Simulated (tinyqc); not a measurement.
Inside a calculation (part 2 of 2). Method: CCD on RHF in the sto-6g basis, for NH3, spin multiplicity 1. Computed by tinyqc, a small Python program that keeps every step (integrals from PySCF). Command: `OMP_NUM_THREADS=1 python tinyqc.py 24038 24039 out.jsonl` (the two numbers bound the seeds that draw the settings). One thread of a shared host (Intel(R) Xeon(R) Processor @ 2.60GHz), about 0.2 s of CPU time with the checks.

Geometry (angstrom):
```
atom        x        y       z
N      0.0000   0.0000  0.2850
H      1.0600   0.0000  0.0000
H     -0.5300   0.9180  0.0000
H     -0.5300  -0.9180  0.0000
```

## Integrals over molecular orbitals

coefficients C:
```
            MO1      MO2      MO3      MO4      MO5      MO6      MO7      MO8
1N 1s    0.9963  -0.2114   0.0000   0.0000  -0.0619  -0.1676   0.0000   0.0000
1N 2s    0.0182   0.7661   0.0000   0.0000   0.3324   1.1329   0.0000   0.0001
1N 2px   0.0000   0.0000   0.5800   0.0000   0.0000   0.0000   0.0000   1.0227
1N 2py   0.0000   0.0000   0.0000   0.5800   0.0000   0.0000   1.0227   0.0000
1N 2pz  -0.0024  -0.0869   0.0000   0.0000   0.9369  -0.4058   0.0000   0.0000
2H 1s   -0.0036   0.1627   0.5018   0.0000  -0.1094  -0.6741   0.0000  -0.9161
3H 1s   -0.0036   0.1627  -0.2509   0.4346  -0.1094  -0.6741  -0.7933   0.4580
4H 1s   -0.0036   0.1627  -0.2509  -0.4346  -0.1094  -0.6741   0.7933   0.4580
```

core Hamiltonian H = T + V (hartree):
```
           1N 1s    1N 2s   1N 2px   1N 2py   1N 2pz    2H 1s    3H 1s    4H 1s
1N 1s   -25.8834  -5.6576   0.0000   0.0000   0.0111  -1.2296  -1.2296  -1.2296
1N 2s    -5.6576  -7.6185   0.0000   0.0000   0.1246  -2.8803  -2.8802  -2.8802
1N 2px    0.0000   0.0000  -6.3938   0.0000   0.0000  -2.1812   1.0906   1.0906
1N 2py    0.0000   0.0000   0.0000  -6.3938   0.0000   0.0000  -1.8889   1.8889
1N 2pz    0.0111   0.1246   0.0000   0.0000  -6.2618   0.6178   0.6178   0.6178
2H 1s    -1.2296  -2.8803  -2.1812   0.0000   0.6178  -4.3513  -0.8926  -0.8926
3H 1s    -1.2296  -2.8802   1.0906  -1.8889   0.6178  -0.8926  -4.3513  -0.8925
4H 1s    -1.2296  -2.8802   1.0906   1.8889   0.6178  -0.8926  -0.8925  -4.3513
```

Given earlier and not repeated: Two-electron integrals (ij|kl) in chemists' order.

(pq|rs) = sum C_ip C_jq C_kr C_ls (ij|kl), one index at a time.

one-electron integrals over orbitals h = C^T H C (hartree):
```
          1        2        3        4        5        6        7        8
1  -25.8706   0.4527   0.0000   0.0000   0.1254   0.3612   0.0000   0.0000
2    0.4527  -6.2997   0.0000   0.0000  -0.1822  -1.2692   0.0000  -0.0001
3    0.0000   0.0000  -5.3615   0.0000   0.0000   0.0001   0.0000  -1.3483
4    0.0000   0.0000   0.0000  -5.3615   0.0000   0.0000  -1.3483   0.0000
5    0.1254  -0.1822   0.0000   0.0000  -6.1495   0.4088   0.0000   0.0000
6    0.3612  -1.2692   0.0001   0.0000   0.4088  -4.4882   0.0000   0.0000
7    0.0000   0.0000   0.0000  -1.3483   0.0000   0.0000  -4.9110   0.0000
8    0.0000  -0.0001  -1.3483   0.0000   0.0000   0.0000   0.0000  -4.9110
```

Two-electron integrals over orbitals (pq|rs), unique and non-zero (hartree):
```
(11|11) 4.1436      (21|11) -0.3545     (21|21) 0.0487      (22|11) 0.8459
(22|21) -0.0111     (22|22) 0.5959      (31|11) 2.68e-06    (31|21) -3.01e-07
(31|22) 3.13e-07    (31|31) 0.0089      (32|11) -6.92e-07   (32|21) 1.68e-07
(32|22) 1.81e-06    (32|31) 0.0141      (32|32) 0.1204      (33|11) 0.6856
(33|21) -0.0036     (33|22) 0.5407      (33|31) 0.0026      (33|32) 0.0485
(33|33) 0.5618      (41|41) 0.0089      (42|41) 0.0141      (42|42) 0.1204
(43|41) -0.0026     (43|42) -0.0485     (43|43) 0.0450      (44|11) 0.6856
(44|21) -0.0036     (44|22) 0.5407      (44|31) -0.0026     (44|32) -0.0485
(44|33) 0.4717      (44|44) 0.5618      (51|11) -0.1058     (51|21) 0.0125
(51|22) -0.0096     (51|31) -1.36e-07   (51|33) -0.0031     (51|44) -0.0031
(51|51) 0.0248      (52|11) 0.0620      (52|21) -0.0054     (52|22) -0.0096
(52|31) 1.24e-08    (52|32) -2.62e-08   (52|33) -0.0007     (52|44) -0.0007
(52|51) 0.0228      (52|52) 0.1085      (53|11) -1.63e-06   (53|21) 7.59e-08
(53|22) -4.46e-07   (53|31) 0.0022      (53|32) -0.0037     (53|33) -0.0080
(53|44) 0.0080      (53|51) -1.83e-07   (53|52) -7.60e-07   (53|53) 0.0269
(54|41) 0.0022      (54|42) -0.0037     (54|43) 0.0080      (54|54) 0.0269
(55|11) 0.9479      (55|21) -0.0109     (55|22) 0.6106      (55|31) 4.85e-08
(55|32) -3.97e-07   (55|33) 0.5343      (55|44) 0.5343      (55|51) 0.0109
(55|52) 0.0755      (55|53) -1.33e-06   (55|55) 0.7595      (61|11) -0.2983
(61|21) 0.0422      (61|22) -0.0074     (61|31) -7.97e-07   (61|32) -6.73e-07
(61|33) -0.0023     (61|44) -0.0023     (61|51) 0.0044      (61|52) -0.0114
(61|53) -1.56e-08   (61|55) -0.0124     (61|61) 0.0386      (62|11) 0.3152
(62|21) -0.0094     (62|22) 0.1177      (62|31) -3.51e-07   (62|32) -1.91e-06
(62|33) 0.0694      (62|44) 0.0694      (62|51) -0.0116     (62|52) -0.0142
(62|53) -7.70e-07   (62|55) 0.1370      (62|61) -0.0051     (62|62) 0.0879
(63|11) -1.45e-05   (63|21) 3.09e-07    (63|22) -6.13e-06   (63|31) 0.0046
(63|32) -0.0283     (63|33) -0.0361     (63|44) 0.0361      (63|51) 4.94e-08
(63|52) -1.29e-06   (63|53) 0.0108      (63|55) -7.41e-06   (63|61) -1.07e-08
(63|62) -5.10e-06   (63|63) 0.0619      (64|41) 0.0046      (64|42) -0.0283
(64|43) 0.0361      (64|54) 0.0108      (64|64) 0.0619      (65|11) -0.0855
(65|21) -0.0014     (65|22) -0.0494     (65|31) -2.06e-07   (65|32) -1.46e-06
(65|33) -0.0229     (65|44) -0.0229     (65|51) 0.0144      (65|52) 0.0450
(65|53) -9.37e-07   (65|55) -0.0357     (65|61) -0.0057     (65|62) -0.0447
(65|63) 2.04e-06    (65|65) 0.0416      (66|11) 0.6872      (66|21) -0.0085
(66|22) 0.5081      (66|31) -7.71e-07   (66|32) -7.70e-06   (66|33) 0.4817
(66|44) 0.4817      (66|51) -0.0164     (66|52) -0.0452     (66|53) 1.29e-06
(66|55) 0.4862      (66|61) -0.0028     (66|62) 0.0683      (66|63) 1.76e-06
(66|65) -0.0421     (66|66) 0.4936      (71|41) 0.0135      (71|42) 0.0197
(71|43) -0.0034     (71|54) 0.0033      (71|64) 0.0065      (71|71) 0.0204
(72|41) 0.0116      (72|42) 0.0337      (72|43) 0.0134      (72|54) 0.0158
(72|64) 0.0398      (72|71) 0.0166      (72|72) 0.0560      (73|41) 0.0022
(73|42) 0.0417      (73|43) -0.0154     (73|54) -0.0075     (73|64) -0.0305
(73|71) 0.0033      (73|72) -0.0033     (73|73) 0.0348      (74|11) 0.3066
(74|21) -0.0056     (74|22) 0.1163      (74|31) 0.0022      (74|32) 0.0417
(74|33) 0.0904      (74|44) 0.0596      (74|51) 3.04e-04    (74|52) 0.0317
(74|53) -0.0075     (74|55) 0.1566      (74|61) -0.0050     (74|62) 0.0812
(74|63) -0.0305     (74|65) -0.0229     (74|66) 0.0431      (74|74) 0.1352
(75|41) 0.0050      (75|42) 0.0346      (75|43) -0.0145     (75|54) 0.0192
(75|64) -0.0142     (75|71) 0.0073      (75|72) 0.0113      (75|73) 0.0134
(75|75) 0.0337      (76|41) 0.0114      (76|42) 0.0998      (76|43) -0.0512
(76|54) -0.0133     (76|64) -0.0483     (76|71) 0.0163      (76|72) 0.0069
(76|73) 0.0486      (76|75) 0.0282      (76|76) 0.1088      (77|11) 0.7905
(77|21) -0.0081     (77|22) 0.5458      (77|31) 1.12e-04    (77|32) -0.0284
(77|33) 0.4803      (77|44) 0.5542      (77|51) -0.0021     (77|52) 0.0124
(77|53) 0.0101      (77|55) 0.5590      (77|61) -0.0064     (77|62) 0.0816
(77|63) 0.0392      (77|65) -0.0212     (77|66) 0.4906      (77|74) 0.0771
(77|77) 0.5775      (81|11) -1.33e-05   (81|21) 1.98e-06    (81|22) -4.05e-08
(81|31) 0.0135      (81|32) 0.0197      (81|33) 0.0034      (81|44) -0.0034
(81|51) 2.52e-07    (81|52) -4.16e-07   (81|53) 0.0033      (81|55) -5.09e-07
(81|61) 9.65e-07    (81|62) -8.72e-07   (81|63) 0.0065      (81|65) -4.95e-07
(81|66) -1.39e-06   (81|74) 0.0033      (81|77) 4.21e-04    (81|81) 0.0204
(82|11) 1.55e-05    (82|21) -3.82e-07   (82|22) 6.10e-06    (82|31) 0.0116
(82|32) 0.0337      (82|33) -0.0134     (82|44) 0.0134      (82|51) -4.43e-07
(82|52) -9.68e-08   (82|53) 0.0158      (82|55) 6.87e-06    (82|61) -9.01e-07
(82|62) 2.05e-06    (82|63) 0.0398      (82|65) -2.20e-06   (82|66) 2.76e-06
(82|74) -0.0033     (82|77) 0.0234      (82|81) 0.0166      (82|82) 0.0560
(83|11) 0.3066      (83|21) -0.0056     (83|22) 0.1163      (83|31) -0.0022
(83|32) -0.0417     (83|33) 0.0596      (83|44) 0.0904      (83|51) 3.04e-04
(83|52) 0.0317      (83|53) 0.0075      (83|55) 0.1566      (83|61) -0.0050
(83|62) 0.0812      (83|63) 0.0304      (83|65) -0.0229     (83|66) 0.0431
(83|74) 0.0680      (83|77) 0.1014      (83|81) -0.0033     (83|82) 0.0033
(83|83) 0.1352      (84|41) 0.0022      (84|42) 0.0417      (84|43) -0.0154
(84|54) -0.0075     (84|64) -0.0305     (84|71) 0.0033      (84|72) -0.0033
(84|73) 0.0324      (84|75) 0.0134      (84|76) 0.0486      (84|84) 0.0348
(85|11) -2.27e-06   (85|21) -5.18e-08   (85|22) -1.03e-06   (85|31) 0.0050
(85|32) 0.0346      (85|33) 0.0145      (85|44) -0.0145     (85|51) 6.55e-07
(85|52) 2.30e-06    (85|53) 0.0192      (85|55) -5.72e-07   (85|61) -5.47e-07
(85|62) -2.09e-06   (85|63) -0.0142     (85|65) 2.83e-07    (85|66) -3.84e-06
(85|74) 0.0134      (85|77) -0.0092     (85|81) 0.0073      (85|82) 0.0113
(85|83) -0.0134     (85|85) 0.0337      (86|11) -2.16e-06   (86|22) 6.07e-07
(86|31) 0.0114      (86|32) 0.0998      (86|33) 0.0512      (86|44) -0.0512
(86|51) -5.86e-07   (86|52) -2.09e-06   (86|53) -0.0133     (86|55) -2.16e-06
(86|61) -5.16e-07   (86|62) -8.27e-07   (86|63) -0.0483     (86|65) -2.31e-06
(86|66) -8.31e-06   (86|74) 0.0486      (86|77) -0.0416     (86|81) 0.0163
(86|82) 0.0069      (86|83) -0.0486     (86|85) 0.0282      (86|86) 0.1088
(87|41) 1.13e-04    (87|42) -0.0284     (87|43) 0.0370      (87|54) 0.0101
(87|64) 0.0392      (87|71) 4.22e-04    (87|72) 0.0234      (87|73) -0.0121
(87|75) -0.0092     (87|76) -0.0416     (87|84) -0.0121     (87|87) 0.0403
(88|11) 0.7905      (88|21) -0.0081     (88|22) 0.5458      (88|31) -1.11e-04
(88|32) 0.0284      (88|33) 0.5542      (88|44) 0.4803      (88|51) -0.0021
(88|52) 0.0124      (88|53) -0.0101     (88|55) 0.5590      (88|61) -0.0064
(88|62) 0.0816      (88|63) -0.0392     (88|65) -0.0212     (88|66) 0.4906
(88|74) 0.1014      (88|77) 0.4969      (88|81) -4.21e-04   (88|82) -0.0234
(88|83) 0.0771      (88|85) 0.0092      (88|86) 0.0416      (88|88) 0.5775
```

## CCD: starting amplitudes

orbital energies (hartree): MO1 -15.4886, MO2 -1.0261, MO3 -0.5365, MO4 -0.5365, MO5 -0.3228, MO6 0.5098, MO7 0.6685, MO8 0.6685

t_ij^ab = <ij||ab> / (e_i + e_j - e_a - e_b), whose energy is MP2.

Starting amplitudes (spin orbitals 1a, 1b, ...; amplitudes related by a flip of all spins are not repeated; the 24 largest):
```
from      to        t
3a 3b  8a 8b  -0.0561
4a 4b  7a 7b  -0.0561
2a 4b  6a 7b  -0.0296
2a 3b  6a 8b  -0.0296
4a 4b  6a 6b  -0.0296
3a 3b  6a 6b  -0.0296
2a 2b  6a 6b  -0.0286
3a 4b  7b 8a   0.0282
5a 5b  6a 6b  -0.0250
2a 5b  6a 6b   0.0189
5a 5b  7a 7b  -0.0170
5a 5b  8a 8b  -0.0170
2a 2b  7a 7b  -0.0165
2a 2b  8a 8b  -0.0165
2a 4a  6a 7a  -0.0151
2a 3a  6a 8a  -0.0151
3a 4a  7a 8a   0.0148
2a 3b  6b 8a   0.0145
2a 4b  6b 7a   0.0145
3a 3b  7a 7b  -0.0144
4a 4b  8a 8b  -0.0144
3a 4b  6a 7b   0.0135
3a 4b  6b 7a  -0.0135
4a 4b  6a 8b   0.0135
```

correlation energy = -0.054231 hartree

## CCD: amplitude update 1

t_ij^ab D_ij^ab are set to the remaining terms of the spin-orbital equations, evaluated with the old amplitudes; for the doubles these are <ij||ab> + 1/2 <ab||ef> t_ij^ef + 1/2 <mn||ij> t_mn^ab + P(ij)P(ab) <mb||ej> t_im^ae + terms in t^2, D the orbital-energy denominators.

Amplitudes after update 1 (spin orbitals 1a, 1b, ...; amplitudes related by a flip of all spins are not repeated; the 24 largest):
```
from      to        t
3a 3b  8a 8b  -0.0714
4a 4b  7a 7b  -0.0714
4a 4b  6a 6b  -0.0397
3a 3b  6a 6b  -0.0397
2a 4b  6a 7b  -0.0370
2a 3b  6a 8b  -0.0370
3a 4b  7b 8a   0.0338
2a 2b  6a 6b  -0.0328
5a 5b  6a 6b  -0.0313
2a 5b  6a 6b   0.0260
2a 4b  6b 7a   0.0222
2a 3b  6b 8a   0.0222
3a 4b  7a 8b  -0.0206
5a 5b  7a 7b  -0.0204
5a 5b  8a 8b  -0.0204
2a 2b  7a 7b  -0.0194
2a 2b  8a 8b  -0.0194
3a 4b  6a 7b   0.0192
3a 4b  6b 7a  -0.0192
4a 4b  6a 8b   0.0191
3a 3b  6a 8b  -0.0191
3a 3b  7a 7b  -0.0170
4a 4b  8a 8b  -0.0170
2a 4a  6a 7a  -0.0147
```

correlation energy = -0.068445 hartree

## CCD: convergence

E_corr = 1/4 sum <ij||ab> t_ij^ab; stop when the norm of the change is below 1e-8.

Course of the amplitude iterations:
```
update  correlation energy (hartree)  norm of the change
0                          -0.054231                   -
1                          -0.068445            8.82e-02
2                          -0.072974            3.34e-02
3                          -0.075697            1.37e-02
4                          -0.075693            1.62e-03
5                          -0.075703            3.32e-04
6                          -0.075702            3.43e-05
7                          -0.075702            5.33e-06
8                          -0.075702            1.16e-06
9                          -0.075702            1.87e-07
10                         -0.075702            5.68e-08
11                         -0.075702            8.30e-09
```

Converged amplitudes (spin orbitals 1a, 1b, ...; amplitudes related by a flip of all spins are not repeated; the 24 largest):
```
from      to        t
3a 3b  8a 8b  -0.0804
4a 4b  7a 7b  -0.0803
4a 4b  6a 6b  -0.0454
3a 3b  6a 6b  -0.0454
2a 4b  6a 7b  -0.0400
2a 3b  6a 8b  -0.0400
3a 4b  7b 8a   0.0363
5a 5b  6a 6b  -0.0356
2a 2b  6a 6b  -0.0351
2a 5b  6a 6b   0.0308
2a 4b  6b 7a   0.0278
2a 3b  6b 8a   0.0278
3a 4b  7a 8b  -0.0268
3a 4b  6a 7b   0.0221
3a 4b  6b 7a  -0.0221
4a 4b  6a 8b   0.0221
3a 3b  6a 8b  -0.0221
5a 5b  7a 7b  -0.0207
5a 5b  8a 8b  -0.0207
2a 2b  7a 7b  -0.0201
2a 2b  8a 8b  -0.0201
3a 3b  7a 7b  -0.0173
4a 4b  8a 8b  -0.0173
4a 5b  6b 7a  -0.0161
```

CCD total energy = -56.040328 hartree

Converged in 11 updates, with DIIS from the third.
